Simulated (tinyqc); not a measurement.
MP2 on RHF in the sto-3g basis, frozen core, for H2F+, spin multiplicity 1, step by step. Computed by tinyqc, a small Python program that keeps every step (integrals from PySCF). Settings: charge = 1, multiplicity = 1, basis = sto-3g, method = RHF, frozen orbitals = 1, energy threshold = 1e-10, iteration cap = 77, orthogonalisation = symmetric, start = atomic densities, DIIS depth = 6. Command: `OMP_NUM_THREADS=1 python tinyqc.py 27638 27639 out.jsonl` (the two numbers bound the seeds that draw the settings). One thread of a shared host (Intel(R) Xeon(R) Processor @ 2.60GHz), about 0.1 s of CPU time with the checks. The early iterations of the SCF are left out here.

## One-electron integrals

Geometry (angstrom):
```
atom         x          y         z
F     0.000000   0.000000  0.000000
H     0.000000   0.796000  0.486000
H     0.000000  -0.796000  0.486000
```

Basis sto-3g: exponents (1/bohr^2) and contraction coefficients of normalised primitives:
```
element  l (shell)    exponent  coefficient
F            s (1)  166.679130     0.154329
F            s (1)   30.360812     0.535328
F            s (1)    8.216821     0.444635
F            s (2)    6.464803    -0.099967
F            s (2)    1.502281     0.399513
F            s (2)    0.488588     0.700115
F            p (3)    6.464803     0.155916
F            p (3)    1.502281     0.607684
F            p (3)    0.488588     0.391957
H            s (1)    3.425251     0.154329
H            s (1)    0.623914     0.535328
H            s (1)    0.168855     0.444635
```

Overlap, kinetic and nuclear-attraction integrals over the contracted functions; the nuclear repulsion is the sum of Za Zb / Rab.

nuclear repulsion = 10.54557668 hartree

overlap S, order 1F 1s, 1F 2s, 1F 2px, 1F 2py, 1F 2pz, 2H 1s, 3H 1s:
$$\begin{pmatrix}
1.000000 & 0.237990 & 0.000000 & 0.000000 & 0.000000 & 0.047672 & 0.047672 \\
0.237990 & 1.000000 & 0.000000 & 0.000000 & 0.000000 & 0.438447 & 0.438447 \\
0.000000 & 0.000000 & 1.000000 & 0.000000 & 0.000000 & 0.000000 & 0.000000 \\
0.000000 & 0.000000 & 0.000000 & 1.000000 & 0.000000 & 0.293446 & -0.293446 \\
0.000000 & 0.000000 & 0.000000 & 0.000000 & 1.000000 & 0.179164 & 0.179164 \\
0.047672 & 0.438447 & 0.000000 & 0.293446 & 0.179164 & 1.000000 & 0.224711 \\
0.047672 & 0.438447 & 0.000000 & -0.293446 & 0.179164 & 0.224711 & 1.000000
\end{pmatrix}$$

kinetic energy T (hartree), order 1F 1s, 1F 2s, 1F 2px, 1F 2py, 1F 2pz, 2H 1s, 3H 1s:
$$\begin{pmatrix}
36.984577 & -0.212858 & 0.000000 & 0.000000 & 0.000000 & -0.000902 & -0.000902 \\
-0.212858 & 1.037995 & 0.000000 & 0.000000 & 0.000000 & 0.120397 & 0.120397 \\
0.000000 & 0.000000 & 3.248015 & 0.000000 & 0.000000 & 0.000000 & 0.000000 \\
0.000000 & 0.000000 & 0.000000 & 3.248015 & 0.000000 & 0.223870 & -0.223870 \\
0.000000 & 0.000000 & 0.000000 & 0.000000 & 3.248015 & 0.136684 & 0.136684 \\
-0.000902 & 0.120397 & 0.000000 & 0.223870 & 0.136684 & 0.760032 & 0.002925 \\
-0.000902 & 0.120397 & 0.000000 & -0.223870 & 0.136684 & 0.002925 & 0.760032
\end{pmatrix}$$

nuclear attraction V (hartree), order 1F 1s, 1F 2s, 1F 2px, 1F 2py, 1F 2pz, 2H 1s, 3H 1s:
$$\begin{pmatrix}
-78.144377 & -9.446879 & 0.000000 & 0.000000 & -0.015171 & -1.948555 & -1.948555 \\
-9.446879 & -12.668124 & 0.000000 & 0.000000 & -0.182155 & -4.305604 & -4.305604 \\
0.000000 & 0.000000 & -12.499837 & 0.000000 & 0.000000 & 0.000000 & 0.000000 \\
0.000000 & 0.000000 & 0.000000 & -12.663630 & 0.000000 & -2.516290 & 2.516290 \\
-0.015171 & -0.182155 & 0.000000 & 0.000000 & -12.560895 & -1.590751 & -1.590751 \\
-1.948555 & -4.305604 & 0.000000 & -2.516290 & -1.590751 & -6.460257 & -1.645450 \\
-1.948555 & -4.305604 & 0.000000 & 2.516290 & -1.590751 & -1.645450 & -6.460257
\end{pmatrix}$$

core Hamiltonian H = T + V (hartree), order 1F 1s, 1F 2s, 1F 2px, 1F 2py, 1F 2pz, 2H 1s, 3H 1s:
$$\begin{pmatrix}
-41.159801 & -9.659737 & 0.000000 & 0.000000 & -0.015171 & -1.949457 & -1.949457 \\
-9.659737 & -11.630128 & 0.000000 & 0.000000 & -0.182155 & -4.185207 & -4.185207 \\
0.000000 & 0.000000 & -9.251822 & 0.000000 & 0.000000 & 0.000000 & 0.000000 \\
0.000000 & 0.000000 & 0.000000 & -9.415615 & 0.000000 & -2.292421 & 2.292421 \\
-0.015171 & -0.182155 & 0.000000 & 0.000000 & -9.312880 & -1.454067 & -1.454067 \\
-1.949457 & -4.185207 & 0.000000 & -2.292421 & -1.454067 & -5.700225 & -1.642525 \\
-1.949457 & -4.185207 & 0.000000 & 2.292421 & -1.454067 & -1.642525 & -5.700225
\end{pmatrix}$$

## Two-electron integrals

Functions are numbered as in S; the eight-fold symmetry (ij|kl) = (ji|kl) = (kl|ij) leaves the list below.

Two-electron integrals (ij|kl) in chemists' order, unique and non-zero (hartree):
```
(11|11) 5.403501    (21|11) 0.841920    (21|21) 0.156299    (22|11) 1.268028
(22|21) 0.292344    (22|22) 0.926167    (31|31) 0.027998    (32|31) 0.043169
(32|32) 0.204588    (33|11) 1.264502    (33|21) 0.292403    (33|22) 0.925959
(33|33) 0.997514    (41|41) 0.027998    (42|41) 0.043169    (42|42) 0.204588
(43|43) 0.053770    (44|11) 1.264502    (44|21) 0.292403    (44|22) 0.925959
(44|33) 0.889973    (44|44) 0.997514    (51|51) 0.027998    (52|51) 0.043169
(52|52) 0.204588    (53|53) 0.053770    (54|54) 0.053770    (55|11) 1.264502
(55|21) 0.292403    (55|22) 0.925959    (55|33) 0.889973    (55|44) 0.889973
(55|55) 0.997514    (61|11) 0.171457    (61|21) 0.031541    (61|22) 0.058551
(61|33) 0.058464    (61|41) 0.001099    (61|42) 0.002051    (61|44) 0.058660
(61|51) 0.000671    (61|52) 0.001253    (61|54) 0.000119    (61|55) 0.058537
(61|61) 0.006430    (62|11) 0.411870    (62|21) 0.096136    (62|22) 0.337239
(62|33) 0.332465    (62|41) 0.005557    (62|42) 0.042451    (62|44) 0.342664
(62|51) 0.003393    (62|52) 0.025919    (62|54) 0.006227    (62|55) 0.336267
(62|61) 0.019650    (62|62) 0.148094    (63|31) 0.010331    (63|32) 0.060199
(63|43) 0.009048    (63|53) 0.005524    (63|63) 0.022537    (64|11) 0.230829
(64|21) 0.054598    (64|22) 0.205115    (64|33) 0.196194    (64|41) 0.013107
(64|42) 0.084896    (64|44) 0.220435    (64|51) 0.001695    (64|52) 0.015079
(64|54) 0.009276    (64|55) 0.198485    (64|61) 0.011654    (64|62) 0.110381
(64|64) 0.104228    (65|11) 0.140933    (65|21) 0.033335    (65|22) 0.125234
(65|33) 0.119787    (65|41) 0.001695    (65|42) 0.015079    (65|44) 0.123539
(65|51) 0.011366    (65|52) 0.069406    (65|54) 0.011339    (65|55) 0.132234
(65|61) 0.007115    (65|62) 0.067394    (65|64) 0.049877    (65|65) 0.052989
(66|11) 0.544022    (66|21) 0.129073    (66|22) 0.520354    (66|33) 0.502083
(66|41) 0.009903    (66|42) 0.104786    (66|44) 0.541564    (66|51) 0.006046
(66|52) 0.063977    (66|54) 0.024105    (66|55) 0.516800    (66|61) 0.026583
(66|62) 0.285291    (66|64) 0.246974    (66|65) 0.150791    (66|66) 0.774606
(71|11) 0.171457    (71|21) 0.031541    (71|22) 0.058551    (71|33) 0.058464
(71|41) -0.001099   (71|42) -0.002051   (71|44) 0.058660    (71|51) 0.000671
(71|52) 0.001253    (71|54) -0.000119   (71|55) 0.058537    (71|61) 0.006340
(71|62) 0.019079    (71|64) 0.010348    (71|65) 0.006913    (71|66) 0.025530
(71|71) 0.006430    (72|11) 0.411870    (72|21) 0.096136    (72|22) 0.337239
(72|33) 0.332465    (72|41) -0.005557   (72|42) -0.042451   (72|44) 0.342664
(72|51) 0.003393    (72|52) 0.025919    (72|54) -0.006227   (72|55) 0.336267
(72|61) 0.019079    (72|62) 0.121619    (72|64) 0.062042    (72|65) 0.053674
(72|66) 0.192781    (72|71) 0.019650    (72|72) 0.148094    (73|31) 0.010331
(73|32) 0.060199    (73|43) -0.009048   (73|53) 0.005524    (73|63) 0.017926
(73|73) 0.022537    (74|11) -0.230829   (74|21) -0.054598   (74|22) -0.205115
(74|33) -0.196194   (74|41) 0.013107    (74|42) 0.084896    (74|44) -0.220435
(74|51) -0.001695   (74|52) -0.015079   (74|54) 0.009276    (74|55) -0.198485
(74|61) -0.010348   (74|62) -0.062042   (74|64) -0.014054   (74|65) -0.026772
(74|66) -0.086899   (74|71) -0.011654   (74|72) -0.110381   (74|74) 0.104228
(75|11) 0.140933    (75|21) 0.033335    (75|22) 0.125234    (75|33) 0.119787
(75|41) -0.001695   (75|42) -0.015079   (75|44) 0.123539    (75|51) 0.011366
(75|52) 0.069406    (75|54) -0.011339   (75|55) 0.132234    (75|61) 0.006913
(75|62) 0.053674    (75|64) 0.026772    (75|65) 0.041318    (75|66) 0.094235
(75|71) 0.007115    (75|72) 0.067394    (75|74) -0.049877   (75|75) 0.052989
(76|11) 0.150845    (76|21) 0.035531    (76|22) 0.135363    (76|33) 0.133014
(76|44) 0.135767    (76|51) 0.002027    (76|52) 0.018491    (76|55) 0.137165
(76|61) 0.007181    (76|62) 0.058584    (76|64) 0.037941    (76|65) 0.030393
(76|66) 0.117405    (76|71) 0.007181    (76|72) 0.058584    (76|74) -0.037941
(76|75) 0.030393    (76|76) 0.028095    (77|11) 0.544022    (77|21) 0.129073
(77|22) 0.520354    (77|33) 0.502083    (77|41) -0.009903   (77|42) -0.104786
(77|44) 0.541564    (77|51) 0.006046    (77|52) 0.063977    (77|54) -0.024105
(77|55) 0.516800    (77|61) 0.025530    (77|62) 0.192781    (77|64) 0.086899
(77|65) 0.094235    (77|66) 0.327581    (77|71) 0.026583    (77|72) 0.285291
(77|74) -0.246974   (77|75) 0.150791    (77|76) 0.117405    (77|77) 0.774606
```

## Orthogonalisation

S = U s U^T; symmetric (Loewdin) form X = U s^(-1/2) U^T, so that X^T S X = 1.

eigenvalues of S: [0.405142, 0.457708, 0.905124, 1.000000, 1.076929, 1.317581, 1.837515]

X, order 1F 1s, 1F 2s, 1F 2px, 1F 2py, 1F 2pz, 2H 1s, 3H 1s:
$$\begin{pmatrix}
1.024133 & -0.140500 & 0.000000 & 0.000000 & -0.006806 & 0.019855 & 0.019855 \\
-0.140500 & 1.199347 & 0.000000 & 0.000000 & 0.070858 & -0.254745 & -0.254745 \\
0.000000 & 0.000000 & 1.000000 & 0.000000 & 0.000000 & 0.000000 & 0.000000 \\
0.000000 & 0.000000 & 0.000000 & 1.095343 & 0.000000 & -0.207121 & 0.207121 \\
-0.006806 & 0.070858 & 0.000000 & 0.000000 & 1.028340 & -0.102250 & -0.102250 \\
0.019855 & -0.254745 & 0.000000 & -0.207121 & -0.102250 & 1.162818 & -0.091131 \\
0.019855 & -0.254745 & 0.000000 & 0.207121 & -0.102250 & -0.091131 & 1.162818
\end{pmatrix}$$

## Iteration 8 (converged): orbitals

converged F (hartree), order 1F 1s, 1F 2s, 1F 2px, 1F 2py, 1F 2pz, 2H 1s, 3H 1s:
$$\begin{pmatrix}
-26.632723 & -6.793729 & 0.000000 & 0.000000 & -0.024086 & -1.380335 & -1.380335 \\
-6.793729 & -3.674463 & 0.000000 & 0.000000 & -0.132086 & -1.364374 & -1.364374 \\
0.000000 & 0.000000 & -1.064609 & 0.000000 & 0.000000 & 0.000000 & 0.000000 \\
0.000000 & 0.000000 & 0.000000 & -1.055294 & 0.000000 & -0.586859 & 0.586859 \\
-0.024086 & -0.132086 & 0.000000 & 0.000000 & -1.055647 & -0.420209 & -0.420209 \\
-1.380335 & -1.364374 & 0.000000 & -0.586859 & -0.420209 & -0.954986 & -0.460178 \\
-1.380335 & -1.364374 & 0.000000 & 0.586859 & -0.420209 & -0.460178 & -0.954986
\end{pmatrix}$$

Diagonalise F' = X^T F X, C = X C', fill 5 alpha and 5 beta electrons from the bottom; D = 2 C_occ C_occ^T. Each column has its largest component positive (the first on a tie).

F' = X^T F X (hartree):
$$\begin{pmatrix}
-26.149022 & -3.449297 & 0.000000 & 0.000000 & -0.041687 & -0.204195 & -0.204195 \\
-3.449297 & -2.232410 & 0.000000 & 0.000000 & 0.040328 & -0.558536 & -0.558536 \\
0.000000 & 0.000000 & -1.064609 & 0.000000 & 0.000000 & 0.000000 & 0.000000 \\
0.000000 & 0.000000 & 0.000000 & -0.776010 & 0.000000 & -0.488480 & 0.488480 \\
-0.041687 & 0.040328 & 0.000000 & 0.000000 & -0.965526 & -0.281182 & -0.281182 \\
-0.204195 & -0.558536 & 0.000000 & -0.488480 & -0.281182 & -0.361847 & -0.102949 \\
-0.204195 & -0.558536 & 0.000000 & 0.488480 & -0.281182 & -0.102949 & -0.361847
\end{pmatrix}$$

orbital energies (hartree): MO1 -26.642626, MO2 -2.097754, MO3 -1.255070, MO4 -1.097919, MO5 -1.064609, MO6 0.026545, MO7 0.220162

coefficients C, order 1F 1s, 1F 2s, 1F 2px, 1F 2py, 1F 2pz, 2H 1s, 3H 1s:
$$\begin{pmatrix}
0.994564 & -0.248307 & 0.000000 & 0.067919 & 0.000000 & 0.118312 & 0.000000 \\
0.023915 & 0.931587 & 0.000000 & -0.342837 & 0.000000 & -0.779114 & 0.000000 \\
0.000000 & 0.000000 & 0.000000 & 0.000000 & 1.000000 & 0.000000 & 0.000000 \\
0.000000 & 0.000000 & 0.733174 & 0.000000 & 0.000000 & 0.000000 & 0.864888 \\
0.002681 & 0.119835 & 0.000000 & 0.893426 & 0.000000 & -0.520463 & 0.000000 \\
-0.004766 & 0.088046 & 0.335076 & 0.182137 & 0.000000 & 0.780418 & -0.846651 \\
-0.004766 & 0.088046 & -0.335076 & 0.182137 & 0.000000 & 0.780418 & 0.846651
\end{pmatrix}$$

D after iteration 8, order 1F 1s, 1F 2s, 1F 2px, 1F 2py, 1F 2pz, 2H 1s, 3H 1s:
$$\begin{pmatrix}
2.110852 & -0.461639 & 0.000000 & 0.000000 & 0.067182 & -0.028465 & -0.028465 \\
-0.461639 & 1.971929 & 0.000000 & 0.000000 & -0.389197 & 0.038931 & 0.038931 \\
0.000000 & 0.000000 & 2.000000 & 0.000000 & 0.000000 & 0.000000 & 0.000000 \\
0.000000 & 0.000000 & 0.000000 & 1.075088 & 0.000000 & 0.491338 & -0.491338 \\
0.067182 & -0.389197 & 0.000000 & 0.000000 & 1.625157 & 0.346529 & 0.346529 \\
-0.028465 & 0.038931 & 0.000000 & 0.491338 & 0.346529 & 0.306450 & -0.142655 \\
-0.028465 & 0.038931 & 0.000000 & -0.491338 & 0.346529 & -0.142655 & 0.306450
\end{pmatrix}$$

## Convergence

Stop when the energy changes by less than 1e-10 hartree and every element of the error matrix X^T (F D S - S D F) X is below 3e-06.

Course of the cycle:
```
iteration   E (hartree)     change  largest element of the error matrix
1          -94.25004663          -                             1.35e+00
2          -98.78258917  -4.53e+00                             2.78e-01
3          -98.85904233  -7.65e-02                             1.95e-02
4          -98.85966081  -6.18e-04                             5.48e-03
5          -98.85968457  -2.38e-05                             1.18e-04
6          -98.85968460  -3.18e-08                             4.33e-05
7          -98.85968461  -4.40e-09                             5.32e-07
8          -98.85968461  -4.41e-13                             5.60e-09
```

PySCF RHF in the same basis = -98.85968461 hartree

Converged in 8 iterations.

## Integrals over molecular orbitals

(pq|rs) = sum C_ip C_jq C_kr C_ls (ij|kl), one index at a time.

one-electron integrals over orbitals h = C^T H C (hartree):
$$\begin{pmatrix}
-41.141230 & 0.687870 & 0.000000 & -0.177898 & 0.000000 & -0.315242 & 0.000000 \\
0.687870 & -9.713422 & 0.000000 & 0.294815 & 0.000000 & 1.456838 & 0.000000 \\
0.000000 & 0.000000 & -8.225184 & 0.000000 & 0.000000 & 0.000000 & -2.150985 \\
-0.177898 & 0.294815 & 0.000000 & -8.915624 & 0.000000 & 1.186621 & 0.000000 \\
0.000000 & 0.000000 & 0.000000 & 0.000000 & -9.251822 & 0.000000 & 0.000000 \\
-0.315242 & 1.456838 & 0.000000 & 1.186621 & 0.000000 & -5.646342 & 0.000000 \\
0.000000 & 0.000000 & -2.150985 & 0.000000 & 0.000000 & 0.000000 & -6.145862
\end{pmatrix}$$

Two-electron integrals over orbitals (pq|rs), unique and non-zero (hartree); the lowest 1 orbital is frozen and left out:
```
(22|22) 0.859226    (32|32) 0.162431    (33|22) 0.765638    (33|33) 0.750486
(42|22) 0.014047    (42|33) -0.003199   (42|42) 0.159247    (43|32) 0.004129
(43|43) 0.047007    (44|22) 0.824047    (44|33) 0.728249    (44|42) -0.091918
(44|44) 0.929016    (52|52) 0.179787    (53|53) 0.038830    (54|52) -0.035259
(54|54) 0.056841    (55|22) 0.877934    (55|33) 0.754071    (55|42) -0.045777
(55|44) 0.851396    (55|55) 0.997514    (62|22) -0.152315   (62|33) -0.094415
(62|42) -0.035725   (62|44) -0.117785   (62|55) -0.160858   (62|62) 0.081283
(63|32) 0.029201    (63|43) 0.015753    (63|63) 0.067995    (64|22) -0.119690
(64|33) -0.071375   (64|42) -0.002501   (64|44) -0.129003   (64|55) -0.122338
(64|62) 0.059615    (64|64) 0.058484    (65|52) -0.057986   (65|54) -0.003765
(65|65) 0.028902    (66|22) 0.586342    (66|33) 0.567378    (66|42) 0.069090
(66|44) 0.542656    (66|55) 0.558933    (66|62) -0.055290   (66|64) -0.029065
(66|66) 0.549711    (72|32) 0.059422    (72|43) -0.024557   (72|63) -0.029844
(72|72) 0.055211    (73|22) 0.196553    (73|33) 0.159526    (73|42) -0.056928
(73|44) 0.206819    (73|55) 0.225083    (73|62) -0.076950   (73|64) -0.070689
(73|66) 0.021784    (73|73) 0.157723    (74|32) -0.057755   (74|43) 0.013965
(74|63) -0.036802   (74|72) -0.012139   (74|74) 0.046905    (75|53) 0.025492
(75|75) 0.020331    (76|32) -0.103238   (76|43) -0.039435   (76|63) -0.081598
(76|72) 0.007371    (76|74) 0.055699    (76|76) 0.157825    (77|22) 0.632192
(77|33) 0.634478    (77|42) 0.006541    (77|44) 0.612447    (77|55) 0.620178
(77|62) -0.052043   (77|64) -0.029901   (77|66) 0.547172    (77|73) 0.077774
(77|77) 0.594406
```

## Second-order Moller-Plesset energy

Hartree-Fock energy = -98.85968461 hartree

E2 = sum_ijab (ia|jb) [2 (ia|jb) - (ib|ja)] / (e_i + e_j - e_a - e_b) over occupied i, j and virtual a, b; the opposite-spin part is (ia|jb)^2 / denominator, the rest is same-spin, and SCS-MP2 scales them by 6/5 and 1/3.

Terms:
```
i  j  a  b    (ia|jb)    (ib|ja)  denominator       term
3  3  7  7   0.157723   0.157723    -2.950464  -0.008431
3  4  7  6  -0.070689  -0.036802    -2.599696  -0.002844
4  3  6  7  -0.070689  -0.036802    -2.599696  -0.002844
2  3  6  7  -0.076950  -0.029844    -3.599531  -0.002652
3  2  7  6  -0.076950  -0.029844    -3.599531  -0.002652
3  3  6  6   0.067995   0.067995    -2.563231  -0.001804
2  2  6  6   0.081283   0.081283    -4.248598  -0.001555
4  4  6  6   0.058484   0.058484    -2.248928  -0.001521
2  4  6  6   0.059615   0.059615    -3.248763  -0.001094
4  2  6  6   0.059615   0.059615    -3.248763  -0.001094
4  4  7  7   0.046905   0.046905    -2.636162  -0.000835
2  2  7  7   0.055211   0.055211    -4.635832  -0.000658
5  5  6  6   0.028902   0.028902    -2.182308  -0.000383
5  5  7  7   0.020331   0.020331    -2.569542  -0.000161
2  3  7  6  -0.029844  -0.076950    -3.599531   0.000143
3  2  6  7  -0.029844  -0.076950    -3.599531   0.000143
4  3  7  6  -0.036802  -0.070689    -2.599696  -0.000041
3  4  6  7  -0.036802  -0.070689    -2.599696  -0.000041
2  4  7  7  -0.012139  -0.012139    -3.635997  -0.000041
4  2  7  7  -0.012139  -0.012139    -3.635997  -0.000041
```

Pair energies (hartree; pair i-j sums ij and ji):
```
pair  opposite spin  same spin
2-2       -0.002213   0.000000
3-2       -0.003785  -0.001233
3-3       -0.010235   0.000000
4-2       -0.002269   0.000000
4-3       -0.004886  -0.000883
4-4       -0.002355   0.000000
5-5       -0.000544   0.000000
```

MP2 correlation energy = -0.02840326 hartree

SCS-MP2 correlation energy = -0.03224974 hartree

MP2 total energy = -98.88808787 hartree
